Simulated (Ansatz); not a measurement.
# BF2 (charge +1), SMILES F[B+]F: a composite energy at a relaxed geometry

Program: the Ansatz DFT code, driven from Python.

`bf2_composite.py`
```python
'''A composite energy for BF2(+): DFT geometry, MP2 basis limit, coupled-cluster correction.'''

import itertools

import ansatz as az
from ase.data import atomic_numbers, covalent_radii
import numpy as np

BASIS = 'def2-SVP'
FUNCTIONAL = 'b3lyp'
CHARGE = 1


def main() -> None:
    mol = (
        az.Crystal.molecule()
        .atom('F', (0.32737, 1.13387, 0.30568))
        .atom('B', (0.00074, -0.00032, 0.00037))
        .atom('F', (-0.32812, -1.13355, -0.30605))
    )

    job = mol.calculation()
    job = job.basis(gaussian=BASIS)
    job = job.functional(FUNCTIONAL).charge(CHARGE)
    symbols = [site.symbol for site in mol.cartesian_sites]
    start = np.array([site.position_ang for site in mol.cartesian_sites], dtype=float)
    rep = job.relax(force_tolerance=0.01).run(threads=1, backend='cpu').report
    end = np.array(rep['positions_ang'])
    # pairs closer than 1.2 times the sum of covalent radii, before or after
    radius = [covalent_radii[atomic_numbers[s]] for s in symbols]
    span = lambda where, i, j: np.linalg.norm(where[i] - where[j])
    bonded = [(i, j) for i, j in itertools.combinations(range(len(symbols)), 2) if min(span(start, i, j), span(end, i, j)) < 1.2 * (radius[i] + radius[j])]
    print('pair        before    after (A)')
    for i, j in bonded:
        print(f'{symbols[i]}{i}-{symbols[j]}{j}'.ljust(10), f'{span(start, i, j):8.4f} {span(end, i, j):8.4f}')

    minimum = az.Crystal.molecule()
    for symbol, place in zip(symbols, end):
        minimum = minimum.atom(symbol, place.tolist())
    at_minimum = minimum.calculation().charge(CHARGE)
    # MP2 extrapolated to the basis limit, plus the small-basis difference CCSD(T) - MP2
    level = lambda method, basis: at_minimum.basis(gaussian=basis).correlation(method).run(threads=1, backend='cpu').report
    small, large, cluster = level('mp2', 'cc-pVDZ'), level('mp2', 'cc-pVTZ'), level('ccsd_t', 'cc-pVDZ')
    corr = lambda each: (each['free_energy_ev'] - each['reference_energy_ev']) / 27.211386246
    mp2_limit = (27 * corr(large) - 8 * corr(small)) / 19
    pieces = {'HF / cc-pVTZ': large['reference_energy_ev'] / 27.211386246, 'MP2 correlation, DZ-TZ limit': mp2_limit, 'CCSD(T) - MP2 / cc-pVDZ': corr(cluster) - corr(small)}
    for name, value in pieces.items():
        print(f'{name:32s} {value:14.6f} Ha')
    print(f'{"sum":32s} {sum(pieces.values()):14.6f} Ha')
    print('T1 diagnostic', round(cluster['correlation']['coupled_cluster']['t1_diagnostic'], 4))


if __name__ == '__main__':
    main()
```

Running `python bf2_composite.py` prints:
```text
pair        before    after (A)
F0-B1        1.2191   1.2291
B1-F2        1.2191   1.2291
HF / cc-pVTZ                        -223.400116 Ha
MP2 correlation, DZ-TZ limit          -0.622626 Ha
CCSD(T) - MP2 / cc-pVDZ               -0.011640 Ha
sum                                 -224.034382 Ha
T1 diagnostic 0.017
```

Notes:
- Total energies depend on the basis set; only differences at equal settings carry meaning.
- The sum leaves out core correlation, relativity, the Hartree-Fock basis error and zero-point energy; a DZ-TZ extrapolation is rough.
- b3lyp holds the VWN-RPA fit, as in Gaussian; the form of ORCA and Turbomole is b3lyp5.
- Inner cores stay frozen, so this is valence correlation.
- An extrapolation from small basis sets is rough.
- Timing: 3.8 s on 1 thread of Arm Neoverse V1, on a shared host, peak memory 0.18 GiB.

(A comment or docstring line of the script was reworded after the run, the code is as it ran; lines on the test bed's own set-up are left out of the output.)
